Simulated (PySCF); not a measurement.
# C₅H₇N: reorganisation energies

What do calculations give for the reorganisation energies of C₅H₇N (`Cc1ccc[nH]1`)?

Computed with PySCF 2.14.0 and routines of our own; the level stands in each step. Atoms count from 0.

## 1. The system as given

13 atoms, charge 0, multiplicity 1; geometry from: GFN2-xTB.

## 2. Geometry optimisation at PBE/def2-SVP

What the job is given:

```
{"job": {"xc": "PBE", "basis": "def2-SVP", "grid": 1, "kind": "geom"}, "charge": 0, "multiplicity": 1}
C      1.637537    -0.486500     0.881476
C      0.395024    -0.139981     0.138349
C      0.034702    -0.361281    -1.164942
C     -1.256922     0.175669    -1.347833
C     -1.645045     0.707691    -0.151397
N     -0.638351     0.511879     0.743109
H      2.123567     0.410812     1.267422
H      2.330707    -0.998136     0.220035
H      1.416705    -1.140617     1.726212
H      0.627856    -0.853946    -1.910254
H     -1.826445     0.168861    -2.256057
H     -2.552370     1.204659     0.129508
H     -0.651353     0.801376     1.706646
```

The run is started by

```sh
$ OMP_NUM_THREADS=1 python excited_run.py task.json out
```

This one command runs all jobs of the session in turn.

Standard output:

```text
step   0  E = -248.98699090  max force = 0.018746
step   1  E = -248.99141754  max force = 0.002831
step   2  E = -248.99144011  max force = 0.001474
step   3  E = -248.99142390  max force = 0.002500
step   4  E = -248.99144628  max force = 0.000396
optimisation converged
```

Wall time 48 s (1 thread of Arm Neoverse N1, shared host); peak memory 0.53 GiB.

Step by step:

| step | energy from step 0 (eV) | largest force component (eV/Å) |
| --- | --- | --- |
| 0 | 0.0000 | 0.9640 |
| 1 | -0.1205 | 0.1456 |
| 2 | -0.1211 | 0.0758 |
| 3 | -0.1206 | 0.1286 |
| 4 | -0.1212 | 0.0204 |

Distances of close pairs at the start and the end, largest changes first:

| bond | before (Å) | after (Å) | change (Å) |
| --- | --- | --- | --- |
| C1–C2 | 1.370 | 1.395 | +0.025 |
| C3–C4 | 1.366 | 1.390 | +0.024 |
| C2–H9 | 1.072 | 1.096 | +0.024 |
| C3–H10 | 1.072 | 1.096 | +0.024 |
| C4–H11 | 1.072 | 1.095 | +0.023 |
| C0–H8 | 1.091 | 1.112 | +0.021 |
| C0–H6 | 1.091 | 1.112 | +0.021 |
| C0–H7 | 1.086 | 1.106 | +0.020 |

The end geometry stands in the next job.

| at the end point | value |
| --- | --- |
| point group (found at 0.08 Å tolerance) | Cs |
| rotational constants (GHz, main isotopes) | 8.461, 3.394, 2.460 |
| dipole moment (D) | 2.12 |

## 3. Relaxation after adding or removing an electron (C₅H₇N+ (doublet)): UKS PBE/def2-SVP

What the job is given:

```
{"job": {"kind": "ionopt", "ions": [1], "xc": "PBE", "basis": "def2-SVP", "grid": 1}, "charge": 1, "multiplicity": 2}
C      1.796145    -0.514638     1.116358
C      0.545050    -0.169208     0.372793
C      0.172427    -0.392647    -0.952786
C     -1.138544     0.145941    -1.140610
C     -1.538126     0.686500     0.075707
N     -0.511179     0.487298     0.974832
H      2.318291     0.384247     1.512017
H      2.503007    -1.035310     0.443565
H      1.605563    -1.188912     1.980248
H      0.792224    -0.895632    -1.704293
H     -1.728210     0.140227    -2.064339
H     -2.463121     1.193366     0.371237
H     -0.526361     0.782325     1.949887
```

Level: UKS PBE/def2-SVP geometry optimisation of the ion from the geometry of its parent, gas phase.

Standard output:

```text
step       E/Eh        max force   <S^2>
  0    -248.70735602   0.048458   0.7556
  1    -248.71049620   0.016558   0.7560
  2    -248.71262224   0.004132   0.7561
  3    -248.71309670   0.002792   0.7561
  4    -248.71314666   0.003172   0.7561
  5    -248.71320147   0.001136   0.7561
  6    -248.71320473   0.001093   0.7561
  7    -248.71320234   0.001084   0.7561
  8    -248.71321038   0.000326   0.7561
optimisation converged
```

Wall time 2.1 min (1 thread of Arm Neoverse N1, shared host); peak memory 0.53 GiB.

In short:

| quantity | value |
| --- | --- |
| geometry moved (RMSD) | 0.037 Å |
| ⟨S²⟩ | 0.756 |

Bonds of the start that changed most:

| bond | start (Å) | end (Å) |
| --- | --- | --- |
| C1–C2 | 1.395 | 1.446 |
| C3–C4 | 1.390 | 1.436 |
| C2–C3 | 1.430 | 1.384 |
| C0–C1 | 1.496 | 1.471 |
| C4–N5 | 1.379 | 1.363 |
| N5–H12 | 1.019 | 1.025 |

Mulliken spin populations:

C0 -0.02; C1 0.45; C2 0.08; C3 0.05; C4 0.49; N5 -0.09; H6 0.04; H7 0.00; H8 0.03; H9 -0.01; H10 0.00; H11 -0.02; H12 0.00

## 4. Reorganisation energies: UKS PBE/def2-SVP

Settings changed since step 3:

```diff
@@ -1,2 +1,2 @@
-{"job": {"kind": "ionopt", "ions": [1], "xc": "PBE", "basis": "def2-SVP", "grid": 1}, "charge": 1, "multiplicity": 2}
+{"job": {"kind": "reorg", "ions": [1, -1], "xc": "PBE", "basis": "def2-SVP", "grid": 1}, "charge": 0, "multiplicity": 1}
 C      1.796145    -0.514638     1.116358
```

Level: UKS PBE/def2-SVP four-point reorganisation energy, gas phase.

Standard output:

```text
final grid: 48328 points
cycle   1  E = -248.9085523670  dE =  6.402e-01  |g| = 5.254e-01  |ddm| = 4.020e+00
cycle   2  E = -248.7553036622  dE =  1.532e-01  |g| = 8.950e-01  |ddm| = 1.783e+00
cycle   3  E = -248.9769267013  dE = -2.216e-01  |g| = 2.324e-01  |ddm| = 1.302e+00
cycle   4  E = -248.9911673470  dE = -1.424e-02  |g| = 3.288e-02  |ddm| = 2.762e-01
cycle   5  E = -248.9914157567  dE = -2.484e-04  |g| = 1.144e-02  |ddm| = 5.152e-02
cycle   6  E = -248.9914364344  dE = -2.068e-05  |g| = 6.509e-03  |ddm| = 1.485e-02
cycle   7  E = -248.9914462114  dE = -9.777e-06  |g| = 4.879e-04  |ddm| = 5.624e-03
cycle   8  E = -248.9914462498  dE = -3.844e-08  |g| = 3.001e-04  |ddm| = 7.754e-04
cycle   9  E = -248.9914462712  dE = -2.137e-08  |g| = 1.186e-04  |ddm| = 4.417e-04
cycle  10  E = -248.9914462749  dE = -3.722e-09  |g| = 3.113e-05  |ddm| = 1.534e-04
cycle  11  E = -248.9914462751  dE = -2.128e-10  |g| = 1.060e-05  |ddm| = 4.019e-05
converged SCF energy = -248.9914462751

hole transfer: vertical 7.7316 eV, relaxation of the ion converged
  adiabatic 7.5712 eV, lambda(ion) 0.1604, lambda(parent) 0.1568, total 0.3172 eV

electron transfer: vertical -2.8297 eV, relaxation of the ion skipped
```

Wall time 31 s (1 thread of Arm Neoverse N1, shared host); peak memory 0.53 GiB.

## 5. Results

| quantity | value |
| --- | --- |
| point group | Cs |
| rotational constants (main isotopes) | 8.46, 3.39, 2.46 GHz |
| geometry moved (RMSD) (step 3, UKS PBE/def2-SVP) | 0.037 Å |
| hole reorganisation energy (step 4, UKS PBE/def2-SVP) | 0.3172 eV |

What this shows: The optimisation took 4 steps and gained 0.121 eV; among the close pairs (by a distance rule), C1–C2 changed most, from 1.370 to 1.395 Å. In step 3 (relaxation after adding or removing an electron), among the bonds C1–C2 changes most, from 1.395 to 1.446 Å.
